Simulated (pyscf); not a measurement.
PySCF, gas phase, ωB97X-D3(BJ)/def2-SVP geometries.

### Question
PBE/def2-TZVP puts the barrier of H₃C–C(F)(F)–C(F)(F)–F (SMILES CC(F)(F)C(F)(F)F) -> H₃C–C(F)(F)–F (SMILES CC(F)(F)F) + F–C:–F (SMILES F[C]F) [singlet] (1,1-elimination; singlet surface; C–C, C–F broken, C–F formed) at 101.5 kcal/mol and the reaction energy at +55.0 kcal/mol, from the reactant's lowest minimum found. What do B3LYP-D3(BJ)/def2-TZVP, M06-2X/def2-TZVP, ωB97M-D3(BJ)/def2-TZVP give on the same structures?

### Answer
B3LYP-D3(BJ): ΔE‡ = 109.9 kcal/mol, ΔE = +54.7 kcal/mol; M06-2X: ΔE‡ = 118.4 kcal/mol, ΔE = +58.2 kcal/mol; ωB97M-D3(BJ): ΔE‡ = 112.5 kcal/mol, ΔE = +53.5 kcal/mol. PBE's barrier lies under all of them, by 8.4 to 16.9 kcal/mol. Its reaction energy lies among theirs. Low barriers are usual for a GGA, whose delocalisation error favours stretched bonds. The same reactants have a lower exit, to H₃C–C•(F)–F + F–C•(F)–F (no saddle counted: cutting one bond costs +98.3 kcal/mol at ωB97M-D3(BJ), against +112.5 kcal/mol here). One saddle was located; it need not be the lowest between these sides.
